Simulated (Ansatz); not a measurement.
## What a trial cell of Ge3F2 relaxes into

The calculation used DFT PBE, scalar-relativistic, plane waves, PAW in Ansatz. Cutoff 420 eV, Γ-centred k mesh, Gaussian smearing, no spin polarisation in the final step.

The start puts Ge3F2 on the anti-tetradymite structure type (R-3m, No. 166), with F in place of Bi, Ge in place of Te, at a guessed volume.

```yaml
crystal:
  lattice:
    - [1.67531, 0.96724, 7.76592]
    - [-1.67531, 0.96724, 7.76592]
    - [0.00000, -1.93448, 7.76592]
  atoms:
    - { symbol: Ge, position: [0.00000, 0.00000, 0.00000] }
    - { symbol: Ge, position: [0.20950, 0.20950, 0.20950] }
    - { symbol: Ge, position: [0.79050, 0.79050, 0.79050] }
    - { symbol: F, position: [0.40000, 0.40000, 0.40000] }
    - { symbol: F, position: [0.60000, 0.60000, 0.60000] }
```

Cell and atoms relax at zero pressure; the relaxation can't lower the symmetry of the start. After a coarse first stage the cell is made exact in the group found at 0.06 Å.

Energies over the elements count from the elements' standard structures at the same level (F₂ as a molecule), with no empirical corrections.

Q: Describe the relaxed structure.

A: It keeps R-3m (No. 166), but not the shape of the type it started on. Conventional cell: a = 3.890 Å, c = 23.842 Å. Ge on Wyckoff site a (1 atom of the primitive cell) is coordinated by 6 F at 2.37 Å; around Ge on Wyckoff site c (2 atoms of the primitive cell) lie 3 Ge at 2.37 Å; F has 3 Ge at 2.37 Å and 3 F at 2.72 Å.

Space group R-3m:H (No. 166). a = 3.890 Å, b = 3.890 Å, c = 23.842 Å, α = 90.00°, β = 90.00°, γ = 120.00°
```json
{"atom": "Ge", "site": "3a", "symmetry": "-3m", "x": "0.0000", "y": "0.0000", "z": "0.0000"}
{"atom": "Ge", "site": "6c", "symmetry": "3m", "x": "0.3333", "y": "0.6667", "z": "0.8492"}
{"atom": "F", "site": "6c", "symmetry": "3m", "x": "0.6667", "y": "0.3333", "z": "0.6988"}
```

Q: What are its volume, energy, density and gap?

A: The volume per atom is 20.8 Å³, the density is 4.1 g/cm³ and the energy over the elements is -0.87 eV/atom. The gap on the 12×12×12 mesh is 0.04 eV.

The final run used a 12×12×12 mesh on its 5-atom cell and 0.10 eV smearing. The k mesh leaves about 4 meV/atom of noise in metals. Weakly bound directions are ill-defined at this level, which has no dispersion term. A structure relaxed within its symmetry needn't be a true minimum. The steps took about 3 core-minutes in all.